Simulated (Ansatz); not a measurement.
Results of r²SCAN (PAW; Ansatz, a first-principles code) for bcc Na.

Settings: plane-wave cutoff 600 eV, 16×16×16 k mesh, Fermi–Dirac smearing 0.1 eV, finite displacements, force constants from a 4×4×4 q mesh, scalar-relativistic PAW data made under PBE.

Question: Predict the zero-point energy.

Answer: 
zero-point energy: 0.017 eV/atom

Computing time: very roughly 29 core-minutes.
